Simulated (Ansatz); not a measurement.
`C=C(F)/C=C/F` and `C=C/C=C\F` differ in one atom or group (the configuration at the double bond changes too).

Ansatz, PBE0-D4/def2-TZVP geometries, multiplicity 1. Each molecule was computed in one conformer, which needn't be the lowest.

```
                                        property  `C=C(F)/C=C/F`
             HOMO–LUMO gap (PBE/def2-TZVPP) / eV            3.95
               HOMO energy (PBE/def2-TZVPP) / eV           -5.87
           LUMO energy (ωB97M-V/def2-TZVPP) / eV            1.08
  size of the dipole moment (PBE/def2-TZVPP) / D            0.78
size of the dipole moment (B3LYP/def2-TZVPP) / D            0.93
           HOMO energy (ωB97M-V/def2-TZVPP) / eV           -9.07
```

Task: What does the change do to each property? (An estimate is asked.)

Result: Computed: 
```json
{"property": "HOMO–LUMO gap (PBE/def2-TZVPP) / eV", "`C=C/C=C\\F`": "3.93", "shift": "-0.02"}
{"property": "HOMO energy (PBE/def2-TZVPP) / eV", "`C=C/C=C\\F`": "-5.72", "shift": "0.15"}
{"property": "LUMO energy (ωB97M-V/def2-TZVPP) / eV", "`C=C/C=C\\F`": "1.22", "shift": "0.14"}
{"property": "size of the dipole moment (PBE/def2-TZVPP) / D", "`C=C/C=C\\F`": "1.09", "shift": "0.31"}
{"property": "size of the dipole moment (B3LYP/def2-TZVPP) / D", "`C=C/C=C\\F`": "1.23", "shift": "0.30"}
{"property": "HOMO energy (ωB97M-V/def2-TZVPP) / eV", "`C=C/C=C\\F`": "-8.86", "shift": "0.21"}
```

With PBE0 the HOMO rises by 0.20 eV and the LUMO rises by 0.15 eV, so the gap narrows by about 0.05 eV. PBE moves the HOMO by 0.15 eV and ωB97M-V by 0.21 eV. Dipoles are sizes alone; their direction can turn.

B3LYP here is the variant with VWN-RPA as its local correlation; programs differ in this.
